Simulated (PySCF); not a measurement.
methanethiol (CH4S), SMILES CS.

Coordinates come from a B3LYP-D3(BJ)/def2-TZVP optimisation.

Calculation: PySCF with TDDFT-M06-2X/def2-TZVPD.

Vertical excitations. Isolated molecule, no solvent. State labels are in the subgroup Cs.

### Question
Give excitation energies, oscillator strengths and character. (Estimate from the structure and the level; the computed values follow.)

### Answer

```tsv
state	symmetry	energy (eV)	λ (nm)	f	main pairs
S1	A"	5.19	239	0.002	HOMO→LUMO 70 %, HOMO→LUMO+5 13 %, HOMO→LUMO+4 12 %
S2	A"	5.94	209	0.030	HOMO→LUMO+1 82 %
S3	A"	6.75	184	0.012	HOMO→LUMO+2 80 %
S4	A"	7.01	177	0.001	HOMO→LUMO+4 40 %, HOMO→LUMO 21 %, HOMO→LUMO+5 21 %, HOMO→LUMO+2 15 %
S5	A'	7.03	176	0.030	HOMO→LUMO+3 98 %
S6	A"	7.71	161	0.001	HOMO→LUMO+5 38 %, HOMO→LUMO+4 36 %, HOMO→LUMO+1 10 %, HOMO→LUMO+7 6 %
S7	A'	8.09	153	0.013	HOMO−1→LUMO 47 %, HOMO→LUMO+6 33 %, HOMO→LUMO+9 8 %
S8	A"	8.40	148	0.073	HOMO→LUMO+7 75 %
S9	A'	8.43	147	0.070	HOMO→LUMO+6 44 %, HOMO−1→LUMO 38 %, HOMO−1→LUMO+1 8 %
S10	A'	8.67	143	0.111	HOMO−1→LUMO+1 75 %
T1	A"	4.93	251	0	HOMO→LUMO 61 %, HOMO→LUMO+5 18 %, HOMO→LUMO+4 13 %
T2	A"	5.64	220	0	HOMO→LUMO+1 69 %
T3	A"	6.72	185	0	HOMO→LUMO+2 45 %, HOMO→LUMO 17 %, HOMO→LUMO+5 16 %, HOMO→LUMO+4 16 %
T4	A"	6.86	181	0	HOMO→LUMO+2 48 %, HOMO→LUMO+4 24 %, HOMO→LUMO 12 %
```
Triplets are in the Tamm–Dancoff approximation, which puts them higher than full response would, so one can lie above its singlet here.
